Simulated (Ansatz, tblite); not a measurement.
Removing and adding an electron: B₂H₆. The state is a singlet with charge 0. Geometry: PBE-D4/def2-TZVP. Ansatz, gas phase; energy differences of separate SCF runs; the oxidised species was run as a doublet alone; the reduced species was run as a doublet alone.

```xyz
8

B    -0.845   -0.229   -0.065
H    -1.200   -1.279    0.388
H    -1.611    0.516   -0.603
H    -0.184    0.436    0.866
B     0.845    0.229    0.065
H     1.200    1.279   -0.388
H     1.611   -0.516    0.603
H     0.184   -0.436   -0.866
```

The xTB rows come from tblite. Correlated methods freeze 2 core orbitals. In CCSD on the charge 1 doublet the largest single amplitude is 0.38, so its Hartree–Fock determinant may place the open shell otherwise than the density functionals do.

```csv
level,−HOMO (eV),vertical IE (eV),−LUMO (eV),vertical EA (eV),HOMO–LUMO gap (eV),IE − EA (eV),remarks
GFN1-xTB,12.23,15.64,6.00,2.28,6.23,13.36,–
GFN2-xTB,11.13,14.26,5.37,1.43,5.75,12.83,–
HF/def2-TZVPD,–,–,–,-1.24,–,–,HOMO above zero (-1 doublet)
PBE-D4/def2-TZVP,7.81,11.31,2.00,–,5.81,–,–
PBE-D4/def2-TZVPD,7.81,–,2.00,-0.65,5.81,–,HOMO above zero (-1 doublet)
r2SCAN-D4/def2-TZVP,8.13,11.47,1.63,–,6.50,–,–
r2SCAN-D4/def2-TZVPD,8.14,–,1.63,-0.77,6.50,–,HOMO above zero (-1 doublet)
PBE0-D4/def2-TZVP,9.21,11.71,0.98,–,8.24,–,–
PBE0-D4/def2-TZVPD,9.21,–,0.98,-0.80,8.23,–,HOMO above zero (-1 doublet)
MP2/def2-TZVPD,–,–,–,-1.05,–,–,HOMO above zero (-1 doublet)
CCSD/def2-TZVPD,–,–,–,-1.03,–,–,HOMO above zero (-1 doublet)
CCSD/def2-TZVPP,–,12.30,–,–,–,–,large T1 (0.083) (+1 doublet)
CCSD(T)/def2-TZVPD,–,–,–,-1.00,–,–,HOMO above zero (-1 doublet)
CCSD(T)/def2-TZVPP,–,12.20,–,–,–,–,large T1 (0.083) (+1 doublet)
```

Run but left out: HF/def2-TZVPP, MP2/def2-TZVPP (charge +1 doublet: a determinant that CCSD turns far, T1 0.083).   A HOMO above zero means that the electron is unbound at that level or that self-interaction error raises the level; the energy of removing that electron tells which. Raw xTB energy differences between charge states are shifted by several eV; the methods need an empirical correction for them. A negative affinity means that the extra electron isn't bound; its size then hangs on the basis.
